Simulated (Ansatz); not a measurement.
Band gap of chalcopyrite ZnSnSb₂ (cell taken from a computed entry) at several levels of theory

The reference, 0.4 eV (measured, temperature not stated, not corrected to a static lattice; as tabulated in Kim et al. (2020), doi:10.1038/s41597-020-00723-8), is not set against levels without spin–orbit coupling, which matters for this solid.

```json
[
 {"level (code)": "LDA (Ansatz)", "value (eV)": "0.00"},
 {"level (code)": "PBEsol+SOC (Ansatz)", "value (eV)": "0.00"},
 {"level (code)": "r²SCAN+SOC (Ansatz)", "value (eV)": "?"}
]
```

Problem. Some entries are withheld; supply them.

Solution. 
- r²SCAN+SOC (Ansatz, a first-principles code), value (eV): 0.04 (direct)

Computed values are for a static lattice. Levels without +SOC have no spin–orbit coupling; where heavier elements are present it shifts gaps, mostly down, and can invert bands. A gap of zero means that the bands touch or overlap; how far they overlap is not shown.  Values are at the PBEsol cell. Cutoffs and k meshes differ between the levels. Ansatz's density-functional and Hartree–Fock values are scalar-relativistic unless marked +SOC, with PAW data made under PBE.
